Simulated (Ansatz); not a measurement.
A made-up structure of CH$_{3}$OSi, doublet:

O1  (1.201, -2.036, 1.638)
C2  (-0.269, 0.447, -0.205)
Si3  (0.712, -1.161, 0.179)
H4  (-1.062, 0.104, -0.819)
H5  (0.419, 1.020, -0.772)
H6  (-0.642, 1.010, 0.612)
(Å)

It is relaxed with PBE-D4/def2-SVP and then PBE0-D4/def2-TZVP (Ansatz 0.2.0). Atoms count as bonded within 1.22 times the sum of their covalent radii (H–H: 0.88 Å). The end point is not checked to be a true minimum.

Problem. Does its bonding change? (Judge from chemistry; the calculation decides.)

Solution. Computed: No: no bond forms or breaks.

Where it ends: The first stage lowers the energy by 0.95 eV in 7 steps. It ends as CH₃OSi ([CH3][Si][O]):
```tsv
atom	x (Å)	y (Å)	z (Å)
O1	1.0135	-1.7282	1.5559
C2	-0.2150	0.3600	-0.2115
Si3	0.7541	-1.2254	0.1404
H4	-1.0909	0.1228	-0.8197
H5	0.4146	1.0543	-0.7728
H6	-0.5169	0.7998	0.7403
```

Labels in which every atom is bracketed show which atoms are joined, not bond orders.

For scale, one of the runs: PBE0-D4/def2-TZVP relaxation, 117 basis functions, launched by `ansatz run in.yaml --threads 2 --pin off --events-out ev --progress --plain --max-ram 4352MiB`. The run took about 9 s on 2 CPU threads of an Intel Xeon 6975P-C (shared host).
